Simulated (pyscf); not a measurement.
`[BH2][O][SiH3]` → `[BH]=[O]` + `[SiH4]` (elimination; singlet surface; B–H, O–Si broken, H–Si formed). PySCF, gas phase, ωB97X-D3(BJ)/def2-SVP geometries. MP2 and CC: frozen core, UHF for open shells. ΔMP2 is the change of the MP2 total energy from the triple- to the quadruple-zeta basis. Energies in kJ/mol from the reactant's lowest minimum found.

```
level                             barrier  reaction energy
--------------------------------  -------  ---------------
ωB97X-D3(BJ)/def2-TZVP              199.3           +132.7
r²SCAN/def2-TZVP                    186.4           +125.8
PBE0-D3(BJ)/def2-TZVP                 ___           +130.2
M06-2X/def2-TZVP                    209.4           +142.0
ωB97M-D3(BJ)/def2-TZVP              195.0           +121.2
MP2/def2-QZVPP                      198.5           +120.8
CCSD(T)/def2-TZVPP + ΔMP2(QZVPP)      ___              ___
```

Question: Fill in the missing entries.

Answer: 
- PBE0-D3(BJ)/def2-TZVP, barrier: 187.8
- CCSD(T)/def2-TZVPP + ΔMP2(QZVPP), barrier: 200.2
- CCSD(T)/def2-TZVPP + ΔMP2(QZVPP), reaction energy: +121.3

Of the functionals in the table, ωB97X-D3(BJ) is closest to CCSD(T)/def2-TZVPP + ΔMP2(QZVPP) in the barrier (0.9 kJ/mol apart) and r²SCAN least close (13.7 kJ/mol); that level has limits of its own. At the saddle there is also a short B–Si contact that neither side keeps. This is the saddle that the search found; another between the same sides may lie lower. The CCSD(T) − MP2 part came from Ansatz, without density fitting, on the same reference.
